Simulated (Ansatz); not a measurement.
# A ladder of methods for BClO (boron chloride oxide)

BClO has 3 atoms, charge 0, and is taken as a singlet. SMILES: `O=BCl`. The coordinates come from a GFN2-xTB relaxation.

```tsv
atom	x (Å)	y (Å)	z (Å)
O	1.0196	0.6062	0.6270
B	0.1131	0.0666	0.0695
Cl	-1.1326	-0.6728	-0.6965
```

Quantity: the electronic atomisation energy, in eV. The values are calculated. Electronic energies at fixed atoms, without zero-point motion or spin-orbit coupling.

```json
{"level": "HF/STO-3G", "kind": "Hartree–Fock", "program": "Ansatz", "value (eV)": "10.00", "less FCI/STO-3G": "-2.74", "CPU time (all runs)": "0.16 s"}
{"level": "SVWN5/STO-3G", "kind": "LDA", "program": "Ansatz", "value (eV)": "17.76", "less FCI/STO-3G": "+5.02", "CPU time (all runs)": "1.2 s"}
{"level": "BLYP/STO-3G", "kind": "GGA", "program": "Ansatz", "value (eV)": "15.09", "less FCI/STO-3G": "+2.35", "CPU time (all runs)": "2.4 s"}
{"level": "BHLYP/STO-3G", "kind": "global hybrid", "program": "Ansatz", "value (eV)": "13.47", "less FCI/STO-3G": "+0.73", "CPU time (all runs)": "1.4 s"}
{"level": "wB97M-V/STO-3G", "kind": "range-separated hybrid", "program": "Ansatz", "value (eV)": "14.95", "less FCI/STO-3G": "+2.21", "CPU time (all runs)": "17 s"}
{"level": "B2PLYP/STO-3G", "kind": "double hybrid", "program": "Ansatz", "value (eV)": "13.93", "less FCI/STO-3G": "+1.19", "CPU time (all runs)": "1.8 s"}
{"level": "BCCD(T)/STO-3G", "kind": "coupled cluster or CI", "program": "Ansatz", "value (eV)": "12.72", "less FCI/STO-3G": "-0.02", "CPU time (all runs)": "0.55 s"}
{"level": "CCSD(T)/STO-3G", "kind": "coupled cluster or CI", "program": "Ansatz", "value (eV)": "12.72", "less FCI/STO-3G": "-0.02", "CPU time (all runs)": "0.42 s"}
{"level": "FCI/STO-3G", "kind": "exact in the basis", "program": "Ansatz", "value (eV)": "12.74", "less FCI/STO-3G": "0.00", "CPU time (all runs)": "0.76 s"}
```

FCI/STO-3G is exact within its basis and frozen core, so for wave-function methods in that basis the difference is their error; functionals converge differently with the basis, so for them it is only a difference. The values span 10.00 to 17.76 eV. All rows use very small basis sets, so none should be taken for the real molecule's value. In so small a basis fixed costs decide the times, and correlated methods can beat functionals. CPU times are rough (shared hosts, several kinds of processor and program).
